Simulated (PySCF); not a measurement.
**How the functional moves excitation energies**

Species: C₃H₇Cl.
SMILES: `CC(C)Cl`

Linear-response calculations in the def2-SVPD basis (PySCF; singlets by full response, triplets Tamm–Dancoff, core orbitals frozen in the response; HF means time-dependent Hartree–Fock). 'Strongest' is the level of largest summed f among the singlets computed (10 roots, of which the last may lack a degenerate partner); it can jump between rows when another state enters that window. S1 is the lowest singlet of each run and needn't be the same state throughout; f(S1) is that of one state. Geometry: PBE0-D3(BJ)/def2-SVP; no solvent, vibrations or thermal averaging.

```
functional                               kind  S1 (eV)  f(S1)  strongest (eV)  T1 (eV)  HOMO (eV)  gap (eV)  ionisation energy, ΔSCF (eV)
       LDA                                LDA     6.80  0.003            7.09     6.27      -7.05      6.50                         10.57
       PBE                                GGA     6.84  0.003            8.40     6.24      -6.96      6.57                         10.46
     B3LYP  global hybrid, 20% exact exchange     7.16  0.000            8.91     6.52      -8.10      8.40                         10.77
      PBE0  global hybrid, 25% exact exchange     7.30  0.000            7.96     6.59      -8.35      8.94                         10.77
 BHandHLYP  global hybrid, 50% exact exchange     7.61  0.001            9.34     6.90      -9.63     10.76                         10.83
 CAM-B3LYP             range-separated hybrid     7.34  0.001            9.04     6.66      -9.76     11.05                         10.91
        HF                       Hartree–Fock     8.30  0.001           10.24     7.44     -11.67     14.33                   not settled
```

S1 runs from 6.80 eV (LDA) to 8.30 eV (HF), a spread of 1.50 eV, while the orbital gap spreads over 7.8 eV. Along PBE (0%), B3LYP (20%), PBE0 (25%), BHandHLYP (50%), HF (100%) S1 rises with the share of exact exchange. −ε(HOMO) comes closest to its own ΔSCF ionisation energy with CAM-B3LYP (-1.15 eV) and misses most with LDA (-3.52 eV). 'Not settled' means that the ion's SCF failed to converge or may have ended in another state than the lowest.
